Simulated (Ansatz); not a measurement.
AlH2(vinyl) (C₂H₅Al), relaxed as a singlet with RKS PBE0-D4/def2-TZVP in Ansatz, starting from the GFN2-xTB geometry. Force threshold 0.02 eV/Å.

Start:

```
atom   x (Å)   y (Å)   z (Å)
 Al1   1.404  -0.409   0.391
  H2   1.975  -1.821   0.099
  H3   2.173   0.342   1.509
  C4  -0.158   0.352  -0.561
  C5  -1.415   0.247  -0.110
  H6  -0.060   0.898  -1.508
  H7  -1.647  -0.268   0.813
  H8  -2.271   0.660  -0.632
```

```csv
step,energy (eV),largest force component (eV/Å),SCF passes
1,-8746.1170,0.650,14
2,-8746.1649,0.222,20
3,-8746.1672,0.079,21
4,-8746.1673,0.110,20
5,-8746.1813,0.174,19
6,-8746.1971,0.534,19
7,-8746.2419,0.302,19
8,-8746.2829,0.124,19
9,-8746.3058,0.347,19
10 (rejected),-8746.3005,0.452,20
11,-8746.3206,0.142,19
12,-8746.3290,0.035,19
13 (rejected),-8746.3191,0.374,19
14,-8746.3305,0.025,19
15,-8746.3324,0.093,19
16 (rejected),-8746.3271,0.176,19
17,-8746.3329,0.006,20
```

Force components are those of the run's own axes.

End:

```xyz
8

Al    1.3585   -0.4879    0.3369
H     2.6664   -1.0407   -0.3736
H     1.2776   -0.3524    1.9176
C    -0.2111    0.0463   -0.6664
C    -1.2934    0.4815   -0.0137
H    -0.2749    0.0111   -1.7541
H    -1.3156    0.5526    1.0723
H    -2.2075    0.7894   -0.5191
```

By distances, no bond broke or formed. The bond that changes most is Al1–C4, from 1.98 to 1.94 Å (atoms count from 1).

No frequencies were taken in this run, so the end may be a saddle point.

Run time 15 s (4 threads of Arm Neoverse V1 on a shared host).
